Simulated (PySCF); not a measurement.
SiH2, SMILES [SiH2] (connectivity only; charge and spin as stated), neutral, multiplicity 1.

The structure is a stationary point at PBE-D3(BJ)/def2-TZVPD. The isomer is the one that the SMILES or the coordinates give; other isomers of the formula were not compared.

Computed with PBE-D3(BJ)/def2-TZVPD in PySCF.

Frequencies are harmonic and unscaled.

Computed harmonic wavenumbers and intensities:
```csv
mode,ν (cm⁻¹),IR (km/mol),moving atoms (share of kinetic energy)
1,973,63.2,H 97 %
2,1970,213.2,H 97 %
3,1977,241.9,H 97 %
```
